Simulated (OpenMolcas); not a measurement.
# BH2Cl (SMILES BCl) at 6 levels

Aim: a comparison of 6 runs (UHF/STO-3G, M06-2X/STO-3G, SVWN5/STO-3G, UB3LYP/STO-3G, UPBE/STO-3G, MP2/STO-3G) of BH2Cl. 

Program for the calculation: OpenMolcas 26.06.

3 further runs of the same task are left out: 1 for a known fault of the program, 2 set aside as unsound or not needed.

## Step 1: The structure to begin with

BH2Cl has 4 atoms, charge 0, and is taken as a singlet. As SMILES, `BCl`. One bond was lengthened or shortened from a relaxed shape.

Bond lengths: B1–Cl2 2.166 Å, B1–H3 1.190 Å, B1–H4 1.190 Å. Angles: Cl2–B1–H3 118.1°, Cl2–B1–H4 118.1°, H3–B1–H4 123.7°.

## Step 2: A single-point energy at UHF/STO-3G (run 1)

The input, mol.inp:

```
* BClH2 Hartree-Fock
&GATEWAY
BASLIB = $CurrDir
BASISSET
B.STO-3G....
B1 -0.487115 0.125947 -0.274420 angstrom
End of Basis
BASISSET
Cl.STO-3G....
Cl2 1.365000 -0.395300 0.721200 angstrom
End of Basis
BASISSET
H.STO-3G....
H3 -1.476615 -0.455253 0.041280 angstrom
H4 -0.457015 0.977047 -1.105720 angstrom
End of Basis
&SEWARD
&SCF
UHF
THRESHOLDS = 1e-10 1e-07 1e-07 1e-05
SCRAMBLE = 0.25
PRORBITALS = 1 1
```

The basis set STO-3G is read from a file made from the Basis Set Exchange's data (not shown).

Started as:

```
$ export MOLCAS_MEM=1860
$ pymolcas mol.inp > mol.log
```

The log of the run:

```text
--- Start Module: gateway ---
[...]
--- Stop Module: gateway /rc=_RC_ALL_IS_WELL_ ---
--- Start Module: seward ---
[...]
      Basis functions           16
--- Stop Module: seward /rc=_RC_ALL_IS_WELL_ ---
--- Start Module: scf ---
[...]
       Convergence after  15 Iterations
[...]
::    Total SCF energy                               -480.0746614362
[...]
      Total spin, S                                    -0.0000000000
[...]
      Total electronic charge=   24.000000
      Total            charge=   -0.000000
[...]
      Dipole Moment (debye):
      Origin of the operator (angstrom)=    0.8422   -0.2482    0.4402
                   X= -2.7765E+00               Y=  7.8143E-01               Z= -1.4926E+00           Total=  3.2477E+00
      Quadrupole Moment (debye*angstrom):
[...]
--- Stop Module: scf /rc=_RC_ALL_IS_WELL_ ---
[...]
```

Run time: 1.5 s. Hardware: 1 thread of Arm Neoverse V2, shared host; peak memory 0.37 GiB.

## Step 3: The energy at M06-2X/STO-3G (run 2)

The input, mol.input:

```
* BClH2 Kohn-Sham DFT

&GATEWAY
  BASLIB=$CurrDir
  BASISSET
  B.STO-3G....
  B1 -0.487115 0.125947 -0.274420 angstrom
  End of Basis
  BASISSET
  Cl.STO-3G....
  Cl2 1.365000 -0.395300 0.721200 angstrom
  End of Basis
  BASISSET
  H.STO-3G....
  H3 -1.476615 -0.455253 0.041280 angstrom
  H4 -0.457015 0.977047 -1.105720 angstrom
  End of Basis

&SEWARD
  GRIDINPUT
  Grid=UltraFine
  End of Grid

&SCF
  KSDFT=M062X
  THRESHOLDS=1e-10 1e-07 1e-07 1e-05
  PRORBITALS=1 1
```

The basis set STO-3G is read from a file made from the Basis Set Exchange's data (not shown).

Started as:

```
$ export MOLCAS_MEM=1860
$ pymolcas mol.input > mol.log
```

The log of the run:

```text
--- Start Module: gateway ---
[...]
--- Stop Module: gateway /rc=_RC_ALL_IS_WELL_ ---
--- Start Module: seward ---
[...]
      Basis functions           16
--- Stop Module: seward /rc=_RC_ALL_IS_WELL_ ---
--- Start Module: scf ---
[...]
       Convergence after  11 Iterations
[...]
::    Total KS-DFT energy                            -480.9019372015
[...]
      Total spin, S                                     0.0000000000
[...]
      Total electronic charge=   24.000000
      Total            charge=   -0.000000
[...]
      Dipole Moment (debye):
      Origin of the operator (angstrom)=    0.8422   -0.2482    0.4402
                   X= -2.3690E+00               Y=  6.6674E-01               Z= -1.2735E+00           Total=  2.7710E+00
      Quadrupole Moment (debye*angstrom):
[...]
--- Stop Module: scf /rc=_RC_ALL_IS_WELL_ ---
[...]
```

Wall time 3.6 s (1 thread of Arm Neoverse V2, shared host); peak memory 0.37 GiB.

Runs 3 to 5 aren't shown in full; the table further down has their settings and results.

## Step 4: The energy at MP2/STO-3G (run 6)

The input, mol.input:

```
&GATEWAY
 BasLib=$CurrDir
 BasisSet
 B.STO-3G....
 B1 -0.487115 0.125947 -0.274420 angstrom
 End of Basis
 BasisSet
 Cl.STO-3G....
 Cl2 1.365000 -0.395300 0.721200 angstrom
 End of Basis
 BasisSet
 H.STO-3G....
 H3 -1.476615 -0.455253 0.041280 angstrom
 H4 -0.457015 0.977047 -1.105720 angstrom
 End of Basis

&SEWARD

&SCF
 Thresholds=1e-10 1e-07 1e-07 1e-05
 PrOrbitals=1 1

&MBPT2
 Frozen=6
```

The basis set STO-3G is read from a file made from the Basis Set Exchange's data (not shown).

Started as:

```
$ export MOLCAS_MEM=1860
$ pymolcas mol.input > mol.log
```

The log of the run:

```text
--- Start Module: gateway ---
[...]
--- Stop Module: gateway /rc=_RC_ALL_IS_WELL_ ---
[...]
      Basis functions           16
[...]
--- Start Module: scf ---
[...]
       Convergence after  11 Iterations
[...]
::    Total SCF energy                               -480.0746614362
[...]
      Total spin, S                                     0.0000000000
[...]
      Total electronic charge=   24.000000
      Total            charge=   -0.000000
[...]
      Dipole Moment (debye):
      Origin of the operator (angstrom)=    0.8422   -0.2482    0.4402
                   X= -2.7765E+00               Y=  7.8143E-01               Z= -1.4926E+00           Total=  3.2477E+00
      Quadrupole Moment (debye*angstrom):
[...]
--- Stop Module: scf /rc=_RC_ALL_IS_WELL_ ---
--- Start Module: mbpt2 ---
[...]
WARNING!
Default frozen orbitals as non valence orbitals is overwritten by user input.
Default values:   6
[...]
       Reference weight ( Cref**2 )         =        0.97513
::    Total MBPT2 energy                             -480.1207485439
[...]
      Total MBPT2 calculations                           0.03      0.03
--- Stop Module: mbpt2 /rc=_RC_ALL_IS_WELL_ ---
[...]
```

Wall time 1.4 s (1 thread of Arm Neoverse V2, shared host); peak memory 0.37 GiB.

## Step 5: The series

```csv
run,level,scramble,integration grid,energy (Eh),dipole moment (D) of the reference,HOMO energy (eV),LUMO energy (eV),wall time
1,UHF/STO-3G,0.25,–,-480.074661,3.25,-9.76,4.65,1.5 s
2,M06-2X/STO-3G,–,UltraFine,-480.901937,2.77,-7.66,0.76,3.6 s
3,SVWN5/STO-3G,–,UltraFine,-479.042564,2.19,-4.92,-1.69,2.7 s
4,UB3LYP/STO-3G,0.25,UltraFine,-480.890733,2.45,-6.10,-0.63,4.8 s
5,UPBE/STO-3G,0.25,UltraFine,-480.635606,2.19,-4.95,-1.58,4.5 s
6,MP2/STO-3G,–,–,-480.120749,3.25,-9.76,4.65,1.4 s
```

## Step 6: What came out

```
                                          quantity          value
                               run 6: total energy  -480.12075 Eh
         run 6: dipole moment (mean-field density)         3.25 D
        run 6: HOMO energy (Hartree–Fock orbitals)       -9.76 eV
        run 6: LUMO energy (Hartree–Fock orbitals)        4.65 eV
      run 6: HOMO–LUMO gap (Hartree–Fock orbitals)       14.41 eV
run 6: correlation energy (6 core orbitals frozen)      -46.1 mEh
```

**Reading.** Over runs 1, 2, 3, 4, 5 the dipole moment (its size) runs from 2.19 D (UPBE/STO-3G) to 3.25 D (UHF/STO-3G). Over runs 1, 2, 3, 4, 5 the HOMO–LUMO gap runs from 3.24 eV (SVWN5/STO-3G) to 14.41 eV (UHF/STO-3G). Totals of different functionals can't be ranked against each other. In runs 1, 2, 3, 4, 5, 6 the basis is minimal, so the values are rough. All runs together took 19 s, the longest 4.8 s.
